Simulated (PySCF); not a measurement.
Homolysis of single bonds, series silaethenyl-X. All species are isolated molecules in the gas phase. One relaxed conformer stands for each flexible species; it need not be the lowest. Strings in code marks are SMILES.

Level of theory: ωB97X-D3(BJ)/def2-TZVP // PBE0-D3(BJ)/def2-TZVP run with PySCF. 

```
species                                                 dipole moment (D)
------------------------------------------------------  -----------------
whole molecule (`C=[SiH2]`)                                          0.92
radical fragment (`[CH3]`)                                           0.00
whole molecule (`C=[SiH]CC` (C–Si–C–C torsion 1°))                      –
whole molecule (`C=[SiH]Cl`)                                         0.95
whole molecule (`C=[SiH]O` (C–Si–O–H torsion 0°))                       –
whole molecule (`C=[SiH]OC` (C–Si–O–C torsion 0°))                      –
whole molecule (`C=[SiH]N` (C–Si–N–H torsion 0°))                       –
radical fragment (`[NH2]`)                                           1.97
whole molecule (`C=[SiH]S` (C–Si–S–H torsion 0°))                       –
whole molecule (`[SiH](C=C)=C` (C–C–Si–C torsion 15°))                  –
radical fragment (`[C]#C`)                                           0.80
whole molecule (`C=[SiH]B` (H–B–Si–C torsion 180°))                     –
```
